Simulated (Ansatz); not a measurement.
A made-up structure of BSiH$_{4}$O (charge -1), closed shell:

```xyz
7
angstrom
B -0.8489 0.3799 -0.1388
Si 0.8440 -0.5804 0.1561
O 1.2868 -2.0477 0.3570
H -1.8437 -0.3154 -0.1887
H -0.6261 0.9991 -1.1772
H 0.8420 0.6546 0.8570
H 2.0448 0.3776 0.2027
```

It is relaxed with PBE-D4/def2-SVPD and then PBE0-D4/def2-TZVPD (Ansatz 0.2.0). Atoms count as bonded within 1.22 times the sum of their covalent radii (H–H: 0.88 Å). The end point is not checked to be a true minimum.

**Question.** Does its bonding change? (A judgement: the text doesn't fix the answer.)

**Answer.** Computed: Yes. Formed: B1–H6; broken: Si2–H6.

Where it ends: The first stage lowers the energy by 3.33 eV in 12 steps. It ends as BSiH₄O ([BH3][SiH][O]), total charge -1:
| atom | x (Å) | y (Å) | z (Å) |
| --- | --- | --- | --- |
| B1 | -0.5868 | 0.3654 | -0.0258 |
| Si2 | 1.0550 | -0.7165 | 0.0660 |
| O3 | 1.4103 | -2.2135 | 0.2155 |
| H4 | -1.6278 | -0.2562 | 0.0477 |
| H5 | -0.4458 | 0.9690 | -1.0876 |
| H6 | -0.4256 | 1.1689 | 0.8907 |
| H7 | 2.3195 | 0.1507 | -0.0382 |

Labels in which every atom is bracketed show which atoms are joined, not bond orders.

For scale, one of the runs: PBE0-D4/def2-TZVPD relaxation, 156 basis functions, launched by `ansatz run in.yaml --threads 2 --pin off --events-out ev --progress --plain --max-ram 4352MiB`. Hardware: 2 CPU threads of an Arm Neoverse V2, shared host. Wall time about 22 s.
